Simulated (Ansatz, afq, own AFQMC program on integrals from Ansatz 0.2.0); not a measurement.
**N, sextet: AFQMC among the cluster methods**

A free N atom.

Basis cc-pVTZ. Noble-gas cores (and the filled d shells of Ga–Kr and In–Xe) are frozen. Ansatz 0.2.0 and our own AFQMC program on the same integrals; the CISD trial comes from CCSD amplitudes, and released means the phaseless constraint is let go. ± is one standard error of the sampling.

Determinant: ROHF, the one that the program's search chose, which needn't be the lowest solution.

Full CI on the same integrals is exact in this basis and with this determinant's frozen core.

Cautions: another spin lies lower (by 25.18 eV); in this basis the state lies above a state of the ion, a sign that the basis lacks the diffuse functions it needs, so its energy is an artefact of the basis.

```
T1 diagnostic                               : 0.0019
weight of the determinant in the CISD state : 0.990
size of the correlated space                : 5 electrons in 29 orbitals
```

| level | correlation energy (eV) |
| --- | --- |
| MP2 | -0.8855 |
| CCSD | -1.0569 |
| CCSD(T) | -1.0632 |

Task: Estimate where AFQMC with the constraint released lies against CCSD(T) on the same integrals.

Result: 0.05 ± 0.004 mEh below CCSD(T).

Reference: full CI, correlation energy -1.064 eV. The released energy is read at 2.40 1/Eh (meV from the phaseless value at times in 1/Eh: -0.22 ± 0.11 at 0.24, -0.69 ± 0.18 at 0.51, 2 ± 3 at 0.99, -1.01 ± 0.12 at 1.62, -0.86 ± 0.10 at 2.40).

```
         level  E − E(reference) (mEh)  share of correlation (%)
       CCSD(T)                    0.04                     99.89
         CCSDT                    0.00                     99.99
      CCSDT(Q)                    0.00                    100.00
        CCSDTQ                    0.00                    100.00
 ph-AFQMC/CISD            0.03 ± 0.004                     99.92
released AFQMC            0.00 ± 0.004                    100.00
```

CCSDT and higher add their correlation energy to the determinant of the CCSD(T) run, since their own runs factorise the integrals more tightly (a shift of under 2 meV). A walk keeps the symmetry of its determinant, which the program's search chose and which needn't be the lowest solution, so a lower state of the same spin and another symmetry isn't excluded. Released energies are given only where the last usable release times agree within the noise; a slower fall can still hide under it.
